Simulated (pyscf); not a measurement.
Single points on ωB97X-D3(BJ)/def2-SVP structures (PySCF, gas phase). MP2 and CC: frozen core, UHF for open shells. ΔMP2 is the change of the MP2 total energy from the triple- to the quadruple-zeta basis.

Question: How much does it cost (ΔH, 298 K, CCSD(T)/def2-TZVPP + ΔMP2(QZVPP)) to split H₃C–CH₂–OH at its C–H bond into H₃C–CH•–OH + H•?

Answer: C–H to H₃C–CH•–OH + H•: 396.8 kJ/mol. Other isomers of H₃C–CH•–OH were not searched in full and may lie lower. The CCSD(T) − MP2 part came from Ansatz, without density fitting, on the same reference.
